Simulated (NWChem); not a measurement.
# N2H cation; SMILES N#[NH+]

All runs: NWChem. Pople sets run with spherical d functions. Each level has its own optimisation; frequencies are unscaled.

```tsv
level	r N–N (Å)	r H–N (Å)	highest harmonic frequency (cm⁻¹)	lowest (cm⁻¹)	zero-point energy (kcal/mol)
PBE/def2-SVP	1.107	1.053	3307	732	10.1
B3LYP/6-31G*	1.100	1.040	3412	[?]	10.3
Hartree-Fock/6-31G*	1.071	1.025	3631	797	11.3
PBE0/def2-SVP	1.093	1.044	3411	769	10.6
```

Question: Complete the blanks.

Answer: 
- B3LYP/6-31G*, lowest (cm⁻¹): 692
